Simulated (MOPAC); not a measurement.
MOPAC input (PM3):

```
PM3 PRECISE GNORM=0.05 LET XYZ CHARGE=-1 GEO-OK AUX(PRECISION=9) THREADS=1
C2H4NO

O     0.32344914 1    1.28933772 1    0.33469062 1
C    -0.06628347 1    0.13205167 1    0.02906921 1
N     0.99352240 1   -0.76892505 1   -0.43544358 1
C    -1.34549177 1   -0.39777089 1    0.05614525 1
H     0.80714627 1   -1.72470693 1   -0.15261941 1
H    -1.55170757 1   -1.39883087 1   -0.30543238 1
H    -2.18037315 1    0.23739520 1    0.32008866 1
H     1.85333598 1   -0.45176843 1   -0.00274350 1
```

### Question
What heat of formation does the run end on?

### Answer
-45.00 kcal/mol.
